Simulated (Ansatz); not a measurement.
Relaxation of AlH5Si (7 atoms, charge 0, multiplicity 1), to a largest force component of 0.015 eV/Å in at most 40 steps.

Theory: RHF/def2-TZVP in Ansatz.

```xyz
7
Properties=species:S:1:pos:R:3
Al -0.294 -1.336 0.090
Si 0.248 0.986 -0.067
H 0.691 -2.361 0.578
H -1.738 -1.750 -0.342
H 0.116 1.436 -1.476
H -0.634 1.797 0.798
H 1.673 1.161 0.374
```

**Question.** Where does it end, and by what steps?

**Answer.** The run converged. After 3 steps the energy has fallen by 0.129 eV; H3 moved furthest, 0.12 Å.

```json
{"step": "0", "energy less start (eV)": "0.0000", "largest force component (eV/Å)": "0.918", "accepted": "yes"}
{"step": "1", "energy less start (eV)": "-0.0993", "largest force component (eV/Å)": "0.426", "accepted": "yes"}
{"step": "2", "energy less start (eV)": "-0.1271", "largest force component (eV/Å)": "0.194", "accepted": "yes"}
{"step": "3", "energy less start (eV)": "-0.1288", "largest force component (eV/Å)": "0.007", "accepted": "yes"}
```

```xyz
7
Properties=species:S:1:pos:R:3
Al -0.338 -1.386 0.085
Si 0.284 1.017 -0.067
H 0.686 -2.478 0.596
H -1.788 -1.853 -0.340
H 0.143 1.508 -1.459
H -0.603 1.848 0.782
H 1.678 1.276 0.358
```

Whether the end is a true minimum wasn't checked by a vibrational analysis.

Run time: 4 s on 1 CPU thread of a shared host.
